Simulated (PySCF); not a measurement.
Cyanide, CN (charge -1).
Atom-mapped SMILES: `[C-:1]#[N:2]`

Structure used (PBE0-D3(BJ)/def2-SVP), in Å, numbered top down from 1:
```
atom  x, y, z in Å
C1     0.592   -0.006   -0.005
N2    -0.586    0.009   -0.023
```

All values: PBE0/pcSseg-1 (PySCF, non-relativistic), on one gas-phase PBE0-D3(BJ)/def2-SVP geometry that isn't relaxed in the solvent. The solvent is an IEF-PCM continuum (van der Waals radii × 1.2). Specific hydrogen bonds and non-electrostatic terms are outside this model.

Gas phase at PBE0/pcSseg-1: HOMO -0.53 eV, LUMO 8.99 eV.

Task: What does the continuum do to the energy and the frontier levels at PBE0/pcSseg-1 in dichloromethane and acetone?

Result: 
| solvent | ε | E(solvent) − E(gas) (kcal/mol) | polarisation term (kcal/mol) | distortion of the solute (kcal/mol) | HOMO (eV) | LUMO (eV) |
| --- | --- | --- | --- | --- | --- | --- |
| dichloromethane | 8.93 | -64.67 | -64.71 | 0.04 | -6.15 | 3.42 |
| acetone | 20.49 | -69.27 | -69.32 | 0.05 | -6.55 | 3.02 |

The first energy column is the sum of the next two and covers electrostatics alone. From dichloromethane to acetone the lowering changes by a factor 1.07, Born's factor 1 − 1/ε by 1.07 and ε itself by 2.3.

Task: Which radius a makes Born's formula ΔE = −(q²/2a)(1 − 1/ε) give the value in acetone?

Result: a = q²(1 − 1/ε)/(2|ΔE|) = 2.28 Å, with q = -1 e and |ΔE| = 0.1104 Eh; the farthest nucleus lies 0.59 Å from the centroid of the nuclei. The formula assumes a point charge at the centre of a sphere.

Task: Which Mulliken charges (PBE0/pcSseg-1) respond most in acetone (means over atoms taken as equivalent)?

Result: 
| atoms | environment | gas (e) | solvent (e) | change |
| --- | --- | --- | --- | --- |
| C1 | carbon bonded to N | -0.506 | -0.480 | +0.026 |
| N2 | nitrogen bonded to C | -0.494 | -0.520 | -0.026 |

Task: How do the nuclear quadrupole coupling constants eQVzz/h respond in acetone?

Result: 
| nucleus | Q (barn) | gas (MHz) | solvent (MHz) | η gas | η solvent |
| --- | --- | --- | --- | --- | --- |
| 14N at N2 | 0.02044 | -4.87 | -4.78 | 0.00 | 0.00 |

Cost: about 4 s of CPU time on one thread; the machine was shared, so the figure is rough. This is the whole shielding run at PBE0/pcSseg-1 in acetone, SCF included.
